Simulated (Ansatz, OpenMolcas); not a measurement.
## O3 (ozone): the vertical energy of the triplet above the singlet from total energies

O3 has 3 atoms, charge 0, and is taken as a singlet. SMILES: `O=[O+][O-]`. Geometry: relaxed at PBE0-D4/def2-TZVP.

```xyz
3

O     0.8487   -0.5359    0.4095
O    -0.2289   -0.3176   -0.1594
O    -0.6198    0.8535   -0.2501
```

Both states at this one shape; open shells run unrestricted unless said. 1 Eh = 27.2114 eV.

```tsv
level	program	singlet O3 (Eh)	triplet O3 (Eh)
HF/STO-3G, open shells restricted	OpenMolcas	-221.281800	-221.353962
BHLYP/def2-TZVPP	Ansatz	-225.370025	-225.350780
CAM-B3LYP/STO-3G	Ansatz	-222.224062	-222.196155
wB97M-V/STO-3G	Ansatz	-222.337298	-222.302337
```

Q: Work out the vertical gap, second state less first, at each level.

A: 
1. HF/STO-3G, open shells restricted: -221.353962 − (-221.281800) = -0.072162 Eh = -1.96 eV.
2. BHLYP/def2-TZVPP: -225.350780 − (-225.370025) = 0.019245 Eh = 0.52 eV.
3. CAM-B3LYP/STO-3G: -222.196155 − (-222.224062) = 0.027907 Eh = 0.76 eV.
4. wB97M-V/STO-3G: -222.302337 − (-222.337298) = 0.034961 Eh = 0.95 eV.

No measured value is set beside it here; the levels span -1.96 to 0.95 eV. Hartree–Fock favours the state with fewer electron pairs, since it lacks pair correlation. Minimal sets are far from the basis-set limit.
